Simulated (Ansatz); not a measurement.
# SiH₄+ (doublet): the correlation ladder, cc-pVDZ

Aim: climb from Hartree-Fock through coupled cluster and multireference methods for SiH₄+ (doublet) at one geometry and basis, and see what each rung misses.

The runs use Ansatz 0.2.0, Gaussian basis; cc-pVDZ, core rule «outside noble gas», up to 5 orbitals frozen.

Plan: UHF; CCSD(T) on ROHF; CCSD(T) on UHF; BCCD(T) on ROHF; CISD; CCSDT(Q) on ROHF; CCSDT(Q) on UHF; CISDTQ; CCSDTQ on ROHF; CCSDTQ on UHF; CASSCF and MRCISD+Q, 7 electrons in 8 orbitals; CASSCF and NEVPT2, 7 electrons in 8 orbitals; Full CI.

6 further runs of the same task are left out: 1 that didn't finish, 5 set aside as unsound or not needed.

## (1) The geometry

The geometry is a PBE0/def2-TZVP stationary point (not a proven minimum) of the parent state, kept for this charge and spin.

5 atoms, charge 1, spin multiplicity 2.

Atoms are counted from 1 here; the program's logs count them from 0.

Bond lengths: Si1–H2 1.529 Å, Si1–H3 1.529 Å, Si1–H4 1.529 Å, Si1–H5 1.529 Å. Angles: H2–Si1–H3 90.0°, H2–Si1–H4 90.0°, H2–Si1–H5 180.0°, H3–Si1–H4 180.0°, H3–Si1–H5 90.0°, H4–Si1–H5 90.0°.

## (2) UHF

Contents of in.yaml:

```yaml
crystal:
  periodic: [false, false, false]
  atoms:
    - {symbol: Si, position_ang: [0.000000, 0.000000, 0.000000]}
    - {symbol: H, position_ang: [-0.011525, 1.085107, 1.077576]}
    - {symbol: H, position_ang: [-0.016497, -1.077632, 1.084987]}
    - {symbol: H, position_ang: [0.016497, 1.077632, -1.084987]}
    - {symbol: H, position_ang: [0.011525, -1.085107, -1.077576]}
basis:
  gaussian: {orbitals: cc-pVDZ}
total_charge: 1
magnetization: {spin_polarized: true, initial_magnetization: 1}
hamiltonian: {xc: hf}
output: {orbitals: {seedname: orbitals}}
```

Run with:

```sh
$ ansatz run in.yaml --threads 1 --pin off --events-out ev --progress --plain --max-ram 3328MiB --backend cpu
```

The runs that follow: CCSD(T) on ROHF; CCSD(T) on UHF; BCCD(T) on ROHF; CISD; CCSDT(Q) on ROHF; CCSDT(Q) on UHF; CISDTQ; CCSDTQ on ROHF; CCSDTQ on UHF; CASSCF and MRCISD+Q, 7 electrons in 8 orbitals; CASSCF and NEVPT2, 7 electrons in 8 orbitals; Full CI.

Q: Predict the results of all the runs planned. Wanted: FCI below the RHF energy; RMP2 from FCI; UMP2 from FCI; RCCSD from FCI; RCCSD(T) from FCI; UCCSD(T) from FCI; RCCSDT(Q) from FCI; UCCSDT(Q) from FCI; NEVPT2 valence from FCI.

As calculated:

```
                         quantity                                                                                                          value
         FCI below the RHF energy                                                                                                     -3.9279 eV
                    RMP2 from FCI                                                                                                +21.30 kcal/mol
                    UMP2 from FCI                                                                                                +21.82 kcal/mol
                   RCCSD from FCI                                                                                                 +2.35 kcal/mol
                RCCSD(T) from FCI                                                                                                 +0.54 kcal/mol
                UCCSD(T) from FCI                                                                                                 +0.57 kcal/mol
               RCCSDT(Q) from FCI                                                                                                 +0.01 kcal/mol
               UCCSDT(Q) from FCI                                                                                                 +0.01 kcal/mol
          NEVPT2 valence from FCI                                                                                                +12.90 kcal/mol
        MRCISD+Q valence from FCI                                                                                                 -0.14 kcal/mol
levels within 1 kcal/mol (43 meV)  RCCSD(T), UCCSD(T), BCCD(T), RCCSDT, UCCSDT, CISDTQ, RCCSDT(Q), UCCSDT(Q), RCCSDTQ, UCCSDTQ, MRCISD+Q valence
                    T1 diagnostic                                                                                                          0.026
   effectively unpaired electrons                                                                                                           1.05
```

What this shows: RCCSD(T) lands +0.54 kcal/mol from the yardstick (0.6 % of the correlation energy). MRCISD+Q valence falls below full CI: the +Q correction isn't variational, and the cores differ from full CI's. One determinant dominates. Of the multireference levels listed MRCISD+Q valence comes nearest in total energy (-0.14 kcal/mol), which doesn't show that its space is the better one. These misses are within one basis, not against nature; the frozen cores of restricted and unrestricted runs differ, which can shift their rows.
